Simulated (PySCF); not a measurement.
Species: C₅H₁₀N (doublet state).
Numbering: `[CH3:1][N:2]1[CH:3][CH2:4][CH2:5][CH2:6]1` (hydrogens: H7, H8, H9 on C1; H10 on C3; H11, H12 on C4; H13, H14 on C5; H15, H16 on C6)

Geometry (GFN2-xTB, Å), atoms numbered from 1 in this order:
```
atom  x, y, z in Å
C1     2.101   -0.042    0.161
N2     0.687   -0.058    0.409
C3    -0.042    1.119    0.529
C4    -1.415    0.937   -0.020
C5    -1.546   -0.590   -0.061
C6    -0.106   -1.052   -0.285
H7     2.342    0.172   -0.892
H8     2.524   -1.015    0.418
H9     2.566    0.719    0.785
H10    0.473    2.061    0.557
H11   -2.186    1.403    0.599
H12   -1.513    1.361   -1.032
H13   -2.218   -0.940   -0.842
H14   -1.903   -0.954    0.902
H15    0.092   -2.049    0.120
H16    0.136   -1.063   -1.360
```

The hyperfine couplings belong to this conformer and change with its torsions.

Computed with PySCF 2.14.0, UKS B3LYP, pcH-1 on C H N, non-relativistic, mean-field spin-orbit, GIAO. The structure is a single GFN2-xTB conformer in the gas phase; no vibrational or solvent corrections. The geometry wasn't refined by DFT: couplings that depend on bond lengths, twists or pyramidal angles can differ widely from those at the functional's own minimum. Stability of the SCF solution: not tested.

Mulliken spin populations: C1 -0.012, N2 +0.168, C3 +0.822, C4 -0.060, C5 +0.002, C6 -0.008, H7 +0.035, H8 -0.001, H9 +0.002, H10 -0.029, H11 +0.017, H12 +0.045, H13 -0.001, H14 -0.001, H15 0.000, H16 +0.020.

Q: What dipolar couplings does the calculation give for H7, H8, H9, H11, H12, H13, H14, H15, H16?

A: 
```tsv
atom	position	distance from C3 (Å)	T1 (MHz)	T2	T3
H7	γ, 3 bonds from C3	2.93	-3.13	-2.59	5.72
H8	γ, 3 bonds from C3	3.34	-3.64	-2.71	6.35
H9	γ, 3 bonds from C3	2.65	-3.49	-3.39	6.88
H11	β, 2 bonds from C3	2.16	-4.68	-4.24	8.92
H12	β, 2 bonds from C3	2.16	-4.41	-2.54	6.95
H13	γ, 3 bonds from C3	3.30	-1.76	-1.46	3.22
H14	γ, 3 bonds from C3	2.81	-2.84	-2.41	5.26
H15	γ, 3 bonds from C3	3.20	-3.27	-2.85	6.12
H16	γ, 3 bonds from C3	2.89	-2.97	-2.50	5.47
```

Q: Estimate them with point dipoles: put each population ρk at its nucleus, leave out the nucleus itself and the atom bound to it, and sum T = Σ [ρk/(2S)]·C·(3 n nᵀ − 1)/r³ with C = μ0 gₑ μB g_N μN/(4π h) = 79.06 MHz Å³.

A: 
```json
{"atom": "H7", "T1 (MHz)": "-3.76", "T2": "-3.45", "T3": "7.21", "T3, computed": "5.72", "difference in T3 (%)": "+26"}
{"atom": "H8", "T1 (MHz)": "-3.54", "T2": "-2.56", "T3": "6.10", "T3, computed": "6.35", "difference in T3 (%)": "-4"}
{"atom": "H9", "T1 (MHz)": "-4.86", "T2": "-3.64", "T3": "8.50", "T3, computed": "6.88", "difference in T3 (%)": "+24"}
{"atom": "H11", "T1 (MHz)": "-7.29", "T2": "-5.79", "T3": "13.07", "T3, computed": "8.92", "difference in T3 (%)": "+47"}
{"atom": "H12", "T1 (MHz)": "-7.03", "T2": "-6.31", "T3": "13.34", "T3, computed": "6.95", "difference in T3 (%)": "+92"}
{"atom": "H13", "T1 (MHz)": "-1.91", "T2": "-1.78", "T3": "3.69", "T3, computed": "3.22", "difference in T3 (%)": "+15"}
{"atom": "H14", "T1 (MHz)": "-3.36", "T2": "-2.90", "T3": "6.26", "T3, computed": "5.26", "difference in T3 (%)": "+19"}
{"atom": "H15", "T1 (MHz)": "-3.41", "T2": "-2.95", "T3": "6.36", "T3, computed": "6.12", "difference in T3 (%)": "+4"}
{"atom": "H16", "T1 (MHz)": "-3.93", "T2": "-3.41", "T3": "7.34", "T3, computed": "5.47", "difference in T3 (%)": "+34"}
```

Q: If all the spin sat on C3, T∥ = 2C/r³. What distance does the computed T3 of H14 then imply?

A: r = (2 × 79.06/5.26)^(1/3) = 3.11 Å, against 2.81 Å in the structure.

The run took 49 s of wall time (grids of density and orbitals included) on an Arm Neoverse V2 with one thread, shared host with 96 logical CPUs at a one-minute load of 86, and the process peaked at 0.94 GiB of memory.
